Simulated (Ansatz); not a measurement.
Basis-set series for `OF`. Total charge 0; spin multiplicity 1. Geometry: relaxed with PBE0-D4/def2-TZVP.

| functional | basis | functions | energy (Eh) | HOMO (eV) | LUMO (eV) |
| --- | --- | --- | --- | --- | --- |
| PBE0-D4 | def2-SVP | 33 | -175.21767 | -8.83 | -0.44 |
| PBE0-D4 | def2-TZVPP | 76 | -175.44143 | -9.17 | -0.95 |
| ωB97M-V | def2-SVP | 33 | -175.33983 | -11.39 | 2.17 |
| ωB97M-V | def2-TZVPP | 76 | -175.56901 | -11.74 | 1.51 |

**Question.** Give the rows for def2-QZVPP. (An estimate is asked.)

**Answer.** The calculation gave: 
```tsv
functional	basis	functions	energy (Eh)	HOMO (eV)	LUMO (eV)
PBE0-D4	def2-QZVPP	144	-175.45078	-9.23	-1.07
ωB97M-V	def2-QZVPP	144	-175.57814	-11.82	1.26
```

Positive LUMOs are unbound and depend on the basis.

Program: Ansatz 0.2.0.
